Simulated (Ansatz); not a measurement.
# Reading a saddle point

A first-order saddle point of CH8AlN, closed shell, PBE0-D4/def2-TZVP, with one imaginary mode of 1444i cm⁻¹:

| atom | x (Å) | y (Å) | z (Å) |
| --- | --- | --- | --- |
| Al1 | -0.9184 | -0.5637 | -0.2214 |
| C2 | 1.1359 | -0.5353 | 0.4605 |
| H3 | -0.9499 | -1.3417 | -1.6053 |
| H4 | -1.8223 | -0.9487 | 1.0261 |
| H5 | 0.4092 | 0.6142 | 0.0422 |
| N6 | -0.6435 | 1.3175 | -0.4137 |
| H7 | 1.4192 | -0.2115 | 1.4646 |
| H8 | 0.9547 | -1.6198 | 0.5448 |
| H9 | 1.9943 | -0.4405 | -0.2084 |
| H10 | -0.5324 | 1.7476 | -1.3213 |
| H11 | -1.0468 | 1.9819 | 0.2320 |

Computed with Ansatz 0.2.0 (basis: def2-TZVPP and def2-QZVPP); correlated methods freeze the cores. Extrapolation: Hartree–Fock as exp(−7.88 √X), correlation as X^−2.97.

Problem. Which contacts change along the imaginary mode, and what lies on either side? (Judge from chemistry; the calculation decides.)

Solution. By the calculation: The step is CH₅Al ([CH3][AlH2]) + NH₃ → AlNH₄ ([NH2][AlH2]) + CH₄, with the molecules in contact on both sides. Shortening one way: Al1–N6, C2–H5; lengthening the same way: Al1–C2, H5–N6.
```json
{"pair": "Al1–N6", "one side (Å)": "2.07", "saddle (Å)": "1.91", "other side (Å)": "1.77"}
{"pair": "C2–H5", "one side (Å)": "3.29", "saddle (Å)": "1.42", "other side (Å)": "1.09"}
{"pair": "Al1–C2", "one side (Å)": "1.97", "saddle (Å)": "2.16", "other side (Å)": "3.18"}
{"pair": "H5–N6", "one side (Å)": "1.01", "saddle (Å)": "1.35", "other side (Å)": "2.98"}
```

Problem. Which side is lower, and how far does the saddle lie above each? (Judge from chemistry; the value comes from the calculation.)

Solution. The calculation gives: The side with Al1–C2, H5–N6 short is lower by 5.4 kJ/mol; the saddle lies 141.2 kJ/mol above it and 135.8 kJ/mol above the other (CCSD(T) at an estimated basis limit (MP2 extrapolated from triple and quadruple zeta, plus CCSD(T) − MP2 in triple zeta); electronic energies).

T1 diagnostic: at most 0.012.

The step is the kind of exchange with an N–H group that builds nitride films in atomic layer and chemical vapour deposition.

Labels in which every atom is bracketed show which atoms are joined, not bond orders.

For scale, one of the runs: CCSD(T)/def2-TZVPP, 216 basis functions, launched by `ansatz run in.yaml --threads 2 --pin off --events-out ev --progress --plain --max-ram 4352MiB`. The run took 23 s on 2 CPU threads of an Intel Xeon 6975P-C (shared host), with 3.3 GiB of host memory at its peak.
